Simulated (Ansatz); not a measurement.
## Nudged elastic band run: BClH2

The input (input.yaml):

```yaml
crystal:
  periodic: [false, false, false]
  atoms:
    - { symbol: B, position_ang: [0.288862, 0.0, 0.166802] }
    - { symbol: H, position_ang: [0.248859, 0.0, 1.377921] }
    - { symbol: H, position_ang: [1.317738, 0.0, -0.473374] }
    - { symbol: Cl, position_ang: [-1.223258, 0.0, -0.706249] }
basis:
  gaussian: { orbitals: def2-SVP }
hamiltonian:
  xc: pbe
  dispersion: d4
neb:
  order_check: false
  images: 4
  f_tol: 0.03
  max_iterations: 60
  climbing: false
  final_atoms:
    - { symbol: B, position_ang: [-0.36537783, -1.406e-05, -1.20938188] }
    - { symbol: H, position_ang: [1.67655774, 5.3e-06, 1.7889034] }
    - { symbol: H, position_ang: [1.41800637, 5.3e-06, 1.06290278] }
    - { symbol: Cl, position_ang: [-2.09698529, 3.46e-06, -1.27732429] }
  initial_path:
    images:
      - { positions_ang: [[0.288862, 0.0, 0.166802], [0.248859, 0.0, 1.377921], [1.317738, 0.0, -0.473374], [-1.223258, 0.0, -0.706249]] }
      - { positions_ang: [[0.17331741, 0.0, 0.10008101], [0.4969143, 0.0, 1.26071346], [1.34024276, 0.0, -0.19994293], [-1.37827347, 0.0, -0.79575154]] }
      - { positions_ang: [[0.05777282, 0.0, 0.03336002], [0.7449696, 0.0, 1.14350592], [1.36274751, 0.0, 0.07348814], [-1.53328893, 0.0, -0.88525407]] }
      - { positions_ang: [[-0.07307515, -2.81e-06, -0.24187676], [1.03050935, 1.06e-06, 1.2257024], [1.38280119, 1.06e-06, 0.38074349], [-1.70803439, 6.9e-07, -0.99946913]] }
      - { positions_ang: [[-0.21922649, -8.44e-06, -0.72562932], [1.35353355, 3.18e-06, 1.5073029], [1.40040378, 3.18e-06, 0.72182314], [-1.90250984, 2.08e-06, -1.13839671]] }
      - { positions_ang: [[-0.36537783, -1.406e-05, -1.20938188], [1.67655774, 5.3e-06, 1.7889034], [1.41800637, 5.3e-06, 1.06290278], [-2.09698529, 3.46e-06, -1.27732429]] }
```

Run as:

```bash
$ ansatz run input.yaml --threads 1 --pin off --max-ram 2048MiB --backend cpu --events-out ev --progress --plain --runs-dir out
```

Output, in part (warnings, iteration lines, the closing report on the highest movable image, with atoms numbered from 0):

```
NEB end point (image 0): max|allowed force component| = 4.235e-3 eV/Å (the criterion of neb.relax_end_points is 1.000e-2)
NEB end point (image 5): max|allowed force component| = 1.781e-2 eV/Å (the criterion of neb.relax_end_points is 1.000e-2)
NEB iter   1: max|band force component| = 2.234e0 eV/Å  barrier→ = 5.6850 eV  barrier← = 2.6030 eV  Δτ_max = 0.1939 Å  (177 SCF iters)
NEB iter   2: max|band force component| = 2.227e0 eV/Å  barrier→ = 4.6449 eV  barrier← = 1.5629 eV  Δτ_max = 0.2000 Å  (119 SCF iters)
NEB iter   3: max|band force component| = 2.433e0 eV/Å  barrier→ = 3.9744 eV  barrier← = 0.8924 eV  Δτ_max = 0.1107 Å  (118 SCF iters)
NEB iter   4: max|band force component| = 1.942e0 eV/Å  barrier→ = 3.7410 eV  barrier← = 0.6590 eV  Δτ_max = 0.1906 Å  (115 SCF iters)
NEB iter   5: max|band force component| = 3.533e0 eV/Å  barrier→ = 4.1823 eV  barrier← = 1.1003 eV  Δτ_max = 0.0949 Å  (106 SCF iters)
NEB iter   6: max|band force component| = 3.471e0 eV/Å  barrier→ = 4.1602 eV  barrier← = 1.0782 eV  Δτ_max = 0.0768 Å  (103 SCF iters)
NEB iter   7: max|band force component| = 2.490e0 eV/Å  barrier→ = 3.9426 eV  barrier← = 0.8606 eV  Δτ_max = 0.1007 Å  (102 SCF iters)
NEB iter   8: max|band force component| = 9.620e-1 eV/Å  barrier→ = 3.7085 eV  barrier← = 0.6265 eV  Δτ_max = 0.1045 Å  (104 SCF iters)
NEB iter   9: max|band force component| = 4.123e-1 eV/Å  barrier→ = 3.6636 eV  barrier← = 0.5816 eV  Δτ_max = 0.1081 Å  (105 SCF iters)
NEB iter  10: max|band force component| = 2.606e-1 eV/Å  barrier→ = 3.7131 eV  barrier← = 0.6311 eV  Δτ_max = 0.1777 Å  (102 SCF iters)
NEB iter  11: max|band force component| = 3.527e0 eV/Å  barrier→ = 3.9813 eV  barrier← = 0.8994 eV  Δτ_max = 0.0948 Å  (104 SCF iters)
NEB iter  12: max|band force component| = 6.804e-1 eV/Å  barrier→ = 3.7379 eV  barrier← = 0.6559 eV  Δτ_max = 0.1951 Å  (102 SCF iters)
NEB iter  13: max|band force component| = 5.635e-1 eV/Å  barrier→ = 3.8062 eV  barrier← = 0.7242 eV  Δτ_max = 0.1644 Å  (110 SCF iters)
NEB iter  14: max|band force component| = 1.835e-1 eV/Å  barrier→ = 3.7343 eV  barrier← = 0.6523 eV  Δτ_max = 0.0266 Å  (109 SCF iters)
NEB iter  15: max|band force component| = 7.880e-2 eV/Å  barrier→ = 3.7184 eV  barrier← = 0.6364 eV  Δτ_max = 0.0067 Å  (103 SCF iters)
NEB iter  16: max|band force component| = 2.261e-2 eV/Å  barrier→ = 3.7144 eV  barrier← = 0.6325 eV  Δτ_max = 0.0000 Å  (192 SCF iters)
Total energy: -13217.22989297 eV, -485.7242396065 hartree
Atom 0 at     0.352694    -0.000003    -0.716430 Å, force    -0.275159    -0.000002    -0.735990 eV/Å
Atom 1 at     0.501398     0.000003     1.021605 Å, force     0.500577     0.000001     0.450408 eV/Å
Atom 2 at     1.162572     0.000000     0.447182 Å, force    -0.051189     0.000002     0.464159 eV/Å
Atom 3 at    -1.384463    -0.000000    -0.387257 Å, force    -0.174229    -0.000000    -0.178577 eV/Å
Dipole moment:    -0.114853     0.000001     0.356482 e Å
```

The forces met the threshold. Neighbouring images differ by up to 2.0 eV, so the band resolves the path poorly. No image climbed, so the highest image needn't sit at the top of the path. The orbitals stay closed-shell, which can raise the energy where a bond breaks towards radicals; this wasn't checked here.

Final band (atoms are numbered from 1 in the order of the input):

```tsv
image	path coordinate (Å)	energy (eV)	B1–H2 (Å)	B1–H3 (Å)	H2–H3 (Å)
0	0.00	0.00	1.21	1.21	2.14
1	0.75	2.03	1.26	1.17	1.48
2	1.51	3.71	1.74	1.42	0.88
3	2.26	3.18	2.59	2.08	0.78
4	3.01	3.09	3.31	2.64	0.77
5	3.77	3.08	3.63	2.89	0.77
```

Run time: 37 s on 1 thread of Arm Neoverse V1, with other jobs on the host, peak memory 0.087 GiB.
